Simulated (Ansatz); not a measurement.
Results of PBE+SOC (Ansatz, a first-principles code, plane waves, PAW) for body-centred tetragonal In.

Input:

Ansatz 0.2 input:
```yaml
crystal:
  lattice:
    - [-1.62547, -1.62547, -2.4737]
    - [1.62547, 1.62547, -2.4737]
    - [-1.62547, 1.62547, 2.4737]
  atoms:
    - { symbol: In, position: [0.0, 0.0, 0.0] }
basis:
  ecutwfc: 520
  ecutrho_ratio: 4
  xc_grid: 2
kpoints:
  mp_grid: { grid: [24, 24, 24] }
hamiltonian:
  xc: pbe
  dispersion: none
  pseudopotentials: { kind: paw }
scf:
  occupations: { method: fermi_dirac, width: 0.05 }
  convergence: { dr2_threshold: 0.0000000001 }
output:
  forces: false
  stress: true
  eigenvalues: true
magnetization:
  noncollinear: true
  spin_orbit: true
```

**Question.** How many irreducible k-points, plane waves at Γ does the program set up, and what pressure does the run end with?

**Answer.** 1063 irreducible k-points, 717 plane waves at Γ; P = 1.93 GPa, so the cell is compressed on average and its volume would grow at this level.

Output (set-up and result lines):

```
Crystal: 1 atoms, lattice volume = 26.144 Å³
Basis set: ecut = 520 eV, 717 PW (Γ), exchange–correlation on 54×54×54 points (8 copies of the dense FFT grid, shifted against one another)
Bands: 22, of which v1, the nominal top of the filled ones, is band 13 counted from 1 (12 counted from 0)
Symmetry: 16 space group operations + 16 with time reversal
k-points: 1063 of 13824
Initial density: superposition of atomic densities (chi_scale 0.1, normalization cell)
Functional: x = pbe(κ = 0.804, μ = 0.2195149727645171), c = pbe(β = 0.06672455060314922)
SCF 1 converged in 9 iterations: F = -5599.760858 eV  dr2 = 3.67e-12
SCF converged after 9 iterations
Free energy (F): -5599.760858 eV
Internal energy: -5599.757824 eV  (E = F + TS)
E sigma→0 (E₀):  -5599.759341 eV
Fermi energy:    10.265399 eV
--- Stress (GPa, compression-positive) ---
        1.920966       0.000000       0.000000
        0.000000       1.920966       0.000000
        0.000000       0.000000       1.945790
  P = ⅓ Tr σ = 1.9292 GPa (19.292 kbar)
```

Note: cell and atoms aren't relaxed at this level (pressure 1.9 GPa).
